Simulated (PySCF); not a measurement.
## Stationary points of CH₂⁻

Level of theory: PBE0 in PySCF with C def2-TZVPD, H def2-TZVPD; no relativity; density-fitted integrals.

Relaxations began from a few typed shapes; open shells are unrestricted. The search is not exhaustive: other isomers or separated fragments can lie lower, and high-lying points may rest on an excited occupation.

```json
{"spin": "doublet", "group": "C2v", "bonds": "C–H 1.125 Å (×2)", "angles": "H–C–H 100.9°", "imaginary modes (cm⁻¹)": "none", "ΔE (kJ/mol)": "0.0", "ΔE with ZPE (kJ/mol)": "0.0"}
{"spin": "doublet", "group": "D∞h", "bonds": "C–H 1.067 Å (×2)", "angles": "H–C–H 180.0°", "imaginary modes (cm⁻¹)": "1457i, 929i", "ΔE (kJ/mol)": "135.6", "ΔE with ZPE (kJ/mol)": "–"}
```

The lowest minimum found is the doublet C2v: C–H 1.125 Å (×2); H–C–H 100.9°.

For the lowest minimum: the highest occupied level lies above zero, a sign of self-interaction error or too small a basis; response properties are unreliable. The lowest empty level of this anion is unbound, so it and the gap depend on the basis.

The electron or spin density has lower symmetry than the nuclear frame for the doublet D∞h at 135.6 kJ/mol.
